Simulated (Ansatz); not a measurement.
Start from `OPO` and change one atom or group to get `NP(O)O`.

Ansatz, PBE0-D4/def2-TZVP geometries, multiplicity 1. Each molecule was computed in one conformer, which needn't be the lowest.

```csv
property,`OPO`
HOMO–LUMO gap (PBE/def2-TZVPP) / eV,5.11
HOMO energy (ωB97M-V/def2-TZVPP) / eV,-9.38
HOMO energy (PBE/def2-TZVPP) / eV,-5.87
zero-point energy (PBE0-D4/def2-TZVP) / kJ/mol,101.3
HOMO energy (B3LYP/def2-TZVPP) / eV,-6.97
LUMO energy (PBE0/def2-TZVPP) / eV,0.13
```

(1) Give the same properties after the change, and the shifts. (An estimate is asked.)

## Answers

(1) Computed: 
```csv
property,`NP(O)O`,shift
HOMO–LUMO gap (PBE/def2-TZVPP) / eV,5.45,0.34
HOMO energy (ωB97M-V/def2-TZVPP) / eV,-9.00,0.38
HOMO energy (PBE/def2-TZVPP) / eV,-5.46,0.41
zero-point energy (PBE0-D4/def2-TZVP) / kJ/mol,146.0,44.7
HOMO energy (B3LYP/def2-TZVPP) / eV,-6.58,0.39
LUMO energy (PBE0/def2-TZVPP) / eV,0.89,0.76
```

With PBE0 the HOMO rises by 0.39 eV and the LUMO rises by 0.76 eV, so the gap widens by about 0.37 eV. PBE moves the HOMO by 0.41 eV and ωB97M-V by 0.38 eV. The zero-point energy changes by 44.7 kJ/mol with +6 modes.

B3LYP here is the variant with VWN-RPA as its local correlation; programs differ in this.
